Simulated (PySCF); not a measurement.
Molecule: 3-methylisothiazole, C₄H₅NS.

Bonds (- single, = double, # triple, : aromatic): C1-C2, C2:C3, C3:C4, C4:S5, S5:N6, N6:C2. C1 carries H7, H8, H9; C3 carries H10; C4 carries H11.

Frames of a GFN2-xTB Langevin trajectory at 600 K; GIAO PBE0/pcSseg-1 shieldings in PySCF 2.14.0 with density-fitted response routines, gas phase, non-relativistic; equivalent atoms averaged within each frame.

References, each an isolated molecule treated in the same way: TMS for 13C (186.93 ppm), 1H (31.72 ppm); CS2 for 33S (503.73 ppm); NH3 for 15N (267.73 ppm). The references are static minima.

Q: How do the shifts (ppm) fluctuate along the trajectory?

A: 
```tsv
time (fs)	C4	C2	C3	C1	S5	N6	H11	H10	H7/H8/H9
250	183.1	168.7	129.8	16.6	392	361.1	9.62	7.53	2.80
425	177.9	172.9	125.5	24.3	457	322.0	8.51	7.79	2.69
625	151.0	170.8	132.2	21.3	397	329.5	8.46	8.12	3.15
800	158.9	183.5	135.1	19.5	355	342.0	8.26	8.03	2.44
1000	161.7	173.8	126.5	20.8	416	320.8	8.51	7.20	2.34
mean of frames	166.5	173.9	129.8	20.5	403	335.1	8.67	7.74	2.68
standard deviation	13.5	5.7	4.0	2.8	37	16.8	0.54	0.38	0.32
```

5 frames give an uncertainty of the mean of about the standard deviation over 2.2 at best, since frames this close in time may not be independent; classical motion lacks zero-point vibration, and the reference would need the same averaging.
